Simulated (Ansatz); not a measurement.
Ideal-gas functions of H₆Si₃ (`[SiH2]1[SiH2][SiH2]1`) at 298.15 K and 1 bar, from an Ansatz frequency run at PBE0-D4/def2-TZVP.

Molar mass 90.31 g/mol, point group D3h (symmetry number 6), electronic degeneracy 1, moments of inertia 99.631, 99.632, 180.729 u Å². Harmonic wavenumbers (cm⁻¹, unscaled): 189, 189, 339, 380, 380, 424, 510, 598, 598, 623, 623, 665, 884, 884, 886, 2222, 2222, 2223, 2244, 2244, 2254.

Use S(trans) = R[1.5 ln M + 2.5 ln T − 1.1517]; rotational temperatures θ = 24.2544 K / I; S(rot) = R[ln(√π/σ · √(T³/θAθBθC)) + 1.5]; for each mode x = 1.438777 ν̃/T, S = R[x/(eˣ − 1) − ln(1 − e⁻ˣ)] and H = RT x/(eˣ − 1); 1 cm⁻¹ = 0.0119627 kJ/mol; R = 8.31446 J/(mol·K).

Q: By hand: the entropy, in J/(mol·K).

A: Translation 165.0. Rotation: θ = 0.2434, 0.2434, 0.1342 K, giving 93.5. Vibration, mode by mode: 9.36, 9.36, 5.09, 4.35, 4.35, 3.68, 2.65, 1.90, 1.90, 1.72, 1.72, 1.47, 0.62, 0.62, 0.62, 0.00, 0.00, 0.00, 0.00, 0.00, 0.00, in all 49.4. Electronic 0.0. Sum 307.9 J/(mol·K).

Q: By hand: H − E and G − E in kJ/mol, counted from the electronic energy.

A: Zero-point energy ½ × 21581 × 0.0119627 = 129.1; thermal vibration 9.5; translation, rotation and pV give 4 RT = 9.9. H − E = 148.5 kJ/mol, and G − E = 148.5 − 298.15 × 307.9/1000 = 56.7 kJ/mol.

Vibration gives 16 % of the entropy.
